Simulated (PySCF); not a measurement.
**Identify the compound**

The spectra below were simulated for a compound C$_{2}$H$_{3}$F$_{3}$O.

1H NMR (400 MHz, computed): δ 3.98 (s, 3H).

13C{1H} NMR (computed): δ 131.5 (C, q, J = 326.4 Hz), 56.1 (CH3, q, J = 3.2 Hz).

Rapidly exchanging positions averaged, relativity neglected, single conformer, isolated molecule. Geometry from GFN2-xTB; σ from GIAO-PBE0/pcSseg-1; J couplings at B3LYP/pcJ-1; PySCF.

δ = σ(ref) − σ, references computed at the same level: 1H, 13C against TMS.

Deduce the structure.

Results:


1. Rings plus π bonds: 0.
2. 2 carbon signals for 2 carbons: no two carbons are equivalent.
3. Carbon types of the structure: 1 × C, 1 × CH3, which accounts for all hydrogens.
4. δC 131.5: CF3 carbon; 4 electronegative neighbours deshield it.
5. δC 56.1: methyl carbon bonded to O; deshielded by the electronegative neighbour.
6. δH 3.98: hydrogen on a methyl carbon bonded to O; its carbon carries O, an electronegative neighbour.

Structure: trifluoromethoxymethane (SMILES COC(F)(F)F).

The shifts were computed for this structure.

Common functionals overestimate the size of one-bond C–F couplings by tens of Hz; these are unscaled. Shifts are as computed. Against solution values, carbons near 30 ppm lie about +3 ppm off and those near 130 ppm about +5 ppm. Of 1211 compounds with measured shifts, 218 miss one by over three times the rms of a fit or turn the order of signals round; such compounds aren't used in these exercises.
